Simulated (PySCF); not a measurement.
## How far each method lies from full CI for SiC, singlet

Geometry: that of the SiC, triplet, kept fixed. The triplet lies 0.3 eV lower here.

```xyz
2

Si    0.0000    0.0000    0.0000
C     0.0000    0.0000    1.7100
```

Basis 6-31G; PySCF 2.14.0. Only valence electrons are correlated (noble-gas cores frozen), which leaves 8 electrons in 16 orbitals. Prefix R: restricted or restricted open-shell reference; prefix U: unrestricted.

Full CI is exact within this basis and frozen core; it isn't the basis-set limit. The frozen core follows each run's orbitals, which can shift R against U totals by a few meV.

The determinant for coupled cluster was chosen by trial CCSD, here up to 0.61 eV above the lowest Hartree–Fock solution of its kind.

```
UHF ⟨S²⟩                          : 1.523
T1 diagnostic (ROHF- or RHF-based CCSD)             : 0.0844
largest doubles amplitude (ROHF- or RHF-based CCSD) : 0.196
```

```csv
level,E − E(full CI) (mEh),share of correlation (%),wall time
UHF†,139.16,–,–
UMP2†,58.77,–,–
RCCSD,19.56,91.02,–
UCCSD†,6.74,–,–
RCCSD(T),2.73,98.75,0.2 s
UCCSD(T)†,-2.44,–,0.36 s
RCCSDT,3.15,98.55,–
UCCSDT†,-8.16,–,5.3 s
RCCSDT(Q),-0.90,100.42,1.1 s
```

A dagger marks rows that describe another state than the reference (another or a broken symmetry, a higher spin or other natural occupations), so the difference isn't the method's error.

The correlation energy at full CI, counted from the determinant under the R cluster runs, is -5.925 eV. The search over symmetries took 6.3 min on 1 thread of Arm Neoverse V2, shared host; the state has 828,944 determinants.

Run but not shown, since their state, orbitals or frozen core can't be matched to the reference's or they repeat it: RHF, RMP2.

Times are those of the correlated step on a shared host, with one SCF added for the restricted CCSD run; they ran on 1 thread of Arm Neoverse V2.

More than 5 meV below full CI, which no variational method can be: RCCSDT(Q).

Unrestricted levels hold only the spin's projection, and here they fall towards a lower state of higher spin.

The full-CI state has the irrep A1 of C2v, in the program's axes (one component, if the state is degenerate).

Natural occupations of full CI about the gap: 1.971 1.815 1.815 1.738 0.270 0.168 0.168 0.022 0.007 0.007; effectively unpaired electrons, Σ n²(2−n)², 0.85. No single determinant describes this state well, so single-reference rows can miss without a flag.
